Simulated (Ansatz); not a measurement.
**Bend profile**

H3O (SMILES [OH3+]) (charge +1), closed shell, at its PBE0-D4/def2-TZVP minimum:

O1  (0.181, -0.057, -0.053)
H2  (0.219, 0.919, 0.015)
H3  (-0.409, -0.368, -0.768)
H4  (0.008, -0.494, 0.805)
(Å)

The angle H3–O1–H2 (113.1° at the minimum) is set to the values below, H3, with anything bonded beyond it, turning rigidly in the plane of the angle. Each method's energies count from its own value at the PBE0-D4 minimum structure. Program: Ansatz 0.2.0. Basis: def2-TZVPP. Cores are frozen in the correlated methods. B3LYP uses VWN-RPA correlation.

CCSD(T) energies along the scan:
```csv
angle (°),CCSD(T) (eV)
83.1,0.704
90.6,0.388
98.1,0.168
105.6,0.039
113.1,0.000
120.6,0.046
128.1,0.173
135.6,0.375
143.1,0.643
```
They count from the CCSD(T) energy at the PBE0-D4 minimum.

Minimum and curvature along this coordinate at CCSD(T): A fifth-order fit through the nearest points gives 112.7°, with a curvature of about 1.5 meV/deg².

Largest difference from the CCSD(T) curve over the scan: PBE-D4 0.035; PBE0-D4 0.021; B3LYP-D4 0.023 eV. Each curve counts from its own value at the minimum.

The T1 diagnostic stays at or below 0.007.

For scale, one of the runs: CCSD(T)/def2-TZVPP, 73 basis functions (an equivalent command: `ansatz run in.yaml --threads 2`). The run took about 0.45 s on 2 CPU threads (shared host).
